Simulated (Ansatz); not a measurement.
System: 2H WS2. Method: LDA in Ansatz (PAW).

Settings: plane-wave cutoff 520 eV, 12×12×4 k mesh (along the axes of the cell as run), perturbation theory, force constants from a 6×6×2 q mesh, no spin polarisation, scalar-relativistic PAW data made under PBE.

Computed at the level's own relaxed cell.

Harmonic phonon frequencies (cm⁻¹; i marks an imaginary mode; at Γ without the LO shift):

```
q point                                                              frequencies
-------  -----------------------------------------------------------------------
Γ                 0 0 0 28 28 44 297 297 300 300 358 358 358 358 419 423 438 441
A              20 20 20 20 31 31 299 299 299 299 358 358 358 358 421 421 440 440
K        146 146 151 151 185 186 344 344 354 354 355 358 361 361 363 366 398 398
```

No imaginary mode appears at these points.

Ansatz is an electronic-structure program.
